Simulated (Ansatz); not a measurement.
Ideal-gas functions of CH$_{2}$NOP, SMILES `O=C=NP` at 800 K and 1 bar, from an Ansatz frequency run at PBE0-D4/def2-TZVP.

Molar mass 75.01 g/mol, point group Cs (symmetry number 1), electronic degeneracy 1, moments of inertia 7.003, 188.834, 191.621 u Å². Harmonic wavenumbers (cm⁻¹, unscaled): 66, 127, 600, 628, 672, 928, 933, 1119, 1484, 2382, 2393, 2405.

Use S(trans) = R[1.5 ln M + 2.5 ln T − 1.1517]; rotational temperatures θ = 24.2544 K / I; S(rot) = R[ln(√π/σ · √(T³/θAθBθC)) + 1.5]; for each mode x = 1.438777 ν̃/T, S = R[x/(eˣ − 1) − ln(1 − e⁻ˣ)] and H = RT x/(eˣ − 1); 1 cm⁻¹ = 0.0119627 kJ/mol; R = 8.31446 J/(mol·K).

Question: By hand: the entropy, in J/(mol·K).

Answer: Translation 183.2. Rotation: θ = 3.4634, 0.1284, 0.1266 K, giving 112.6. Vibration, mode by mode: 26.04, 20.61, 8.07, 7.73, 7.23, 4.96, 4.92, 3.77, 2.25, 0.61, 0.60, 0.59, in all 87.4. Electronic 0.0. Sum 383.2 J/(mol·K).

Question: By hand: H − E and G − E in kJ/mol, counted from the electronic energy.

Answer: Zero-point energy ½ × 13737 × 0.0119627 = 82.2; thermal vibration 32.6; translation, rotation and pV give 4 RT = 26.6. H − E = 141.4 kJ/mol, and G − E = 141.4 − 800 × 383.2/1000 = -165.2 kJ/mol.

Vibration gives 23 % of the entropy, 46.6 J/(mol·K) of it from the modes under 150 cm⁻¹: soft modes count most, and the harmonic formula is weakest for them. The sum counts one conformer and one mirror image; others add a mixing term.
